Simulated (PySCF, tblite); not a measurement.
hydrogen fluoride and 2 × water

A gas-phase complex of hydrogen fluoride and 2 × water; neutral, singlet. The structure comes from a short search (6 tight-binding starts) and was relaxed by PBE0-D3(BJ)/def2-TZVPD; another way of binding may lie lower. No frequency run checks that it is a minimum.

```json
{"part": "1", "name": "hydrogen fluoride", "SMILES": "F", "atoms": "1–2", "charge": "0", "multiplicity": "1"}
{"part": "2", "name": "water", "SMILES": "O", "atoms": "3–5", "charge": "0", "multiplicity": "1"}
{"part": "3", "name": "water", "SMILES": "O", "atoms": "6–8", "charge": "0", "multiplicity": "1"}
```

Coordinates in Å:
```
F1     -0.400    0.786    0.426
H2     -0.207   -0.101    0.744
O3      1.970   -0.092   -0.827
H4      1.254    0.545   -0.684
H5      2.046   -0.198   -1.778
O6      0.472   -1.518    0.949
H7      1.192   -1.318    0.318
H8      0.892   -1.644    1.805
```

Contacts between parts, classed by geometry: H2···O6 1.585 Å (hydrogen bond, 162°); H7···O3 1.849 Å (hydrogen bond, 148°); H4···F1 2.006 Å (hydrogen bond, 140°).

Interaction energies are complex less parts, with the parts frozen as they stand in it; counterpoise-corrected, in kcal/mol (PySCF).

Give the interaction energy at each level run.


```tsv
level	interaction	superposition error removed
wB97M-D3(BJ)/def2-TZVPD	-19.60	-0.24
PBE0-D3(BJ)/def2-TZVPD	-21.01	-0.23
RI-MP2/def2-TZVPD	-17.59	-1.52
```

What holds them together? Decompose the wB97M-D3(BJ)/def2-TZVPD energy: frozen parts, their antisymmetrised product, then relaxation.

electrostatic -36.1, Pauli repulsion +38.1, orbital relaxation -19.9, dispersion correction -2.0 kcal/mol, which sum to the value before the counterpoise correction; the Pauli term holds the exchange-correlation of the frozen density too. Of the attraction, 62 % is electrostatic, 34 % is orbital relaxation, 3 % is dispersion correction.

Are the pair energies additive?

The pairs sum to -15.98 kcal/mol (1–2 -3.2, 1–3 -8.4, 2–3 -4.4); the rest of -3.62 is a many-body strengthening.

The parts were also relaxed and run alone, at the levels used for the complex: shieldings by PBE0/pcSseg-2; core levels by delta-SCF with SCAN, pcX-2 on the ionised atom and pcseg-1 elsewhere, spin-free X2C.

Values alone: F1–H2 bond (Å): 0.921; shielding of H2 (ppm): 29.16; shielding of O6 (ppm): 329.1; shielding of H7 (ppm): 30.89; shielding of O3 (ppm): 329.1; F1 1s core level (eV): 694.11; O3 1s core level (eV): 539.76; O6 1s core level (eV): 539.76.

How do these values change when the complex forms?


| property | alone | in the complex | change |
| --- | --- | --- | --- |
| F1–H2 bond (Å) | 0.921 | 0.962 | +0.041 |
| shielding of H2 (ppm) | 29.16 | 21.30 | -7.86 |
| shielding of O6 (ppm) | 329.1 | 302.2 | -26.9 |
| shielding of H7 (ppm) | 30.89 | 25.47 | -5.41 |
| shielding of O3 (ppm) | 329.1 | 314.7 | -14.5 |
| F1 1s core level (eV) | 694.11 | 692.25 | -1.87 |
| O3 1s core level (eV) | 539.76 | 539.99 | +0.23 |
| O6 1s core level (eV) | 539.76 | 540.03 | +0.27 |

Density functionals tend to overstate the lengthening and the red shift of so strongly bound an X–H bond.

The 5 runs behind this took 55 s in all, one thread each of Intel Xeon 6975P-C on a shared host, launched as `OMP_NUM_THREADS=1 python cluster_run.py task.json out`.
